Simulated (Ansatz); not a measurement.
**Al: computed properties**

Method: DFT r2SCAN, scalar-relativistic, plane waves, PAW in Ansatz 0.2.0.

Cutoff 500 eV; k points 18×18×18 on the computed 1-atom cell (Γ-centred); Gaussian smearing, width 0.10 eV; no spin polarisation.

The structure is relaxed at this level of theory with its symmetry kept. This bcc form isn't the element's structure at ambient conditions.

The structure is cubic, space group Im-3m (No. 229). The conventional cell has a = 3.189 Å, b = 3.189 Å, c = 3.189 Å, α = 90.00°, β = 90.00°, γ = 90.00°. Around Al (site symmetry m-3m) lie 8 Al at 2.76 Å.

```json
{"Volume per atom": "16.21 Å³", "Formation energy from the elements' standard states (uncorrected)": "+0.114 eV/atom", "Generalised Kohn–Sham band gap": "none (metal)", "Density of states at the Fermi level": "0.39 states/eV per cell", "Löwdin character within 0.5 eV of the Fermi level": "Al 3p 63 %, Al 3s 31 %, unprojected 6 %", "Bulk modulus": "81 GPa", "Its pressure derivative": "4.5", "Bader charges (e)": "Al (1 in the cell) 0.00"}
```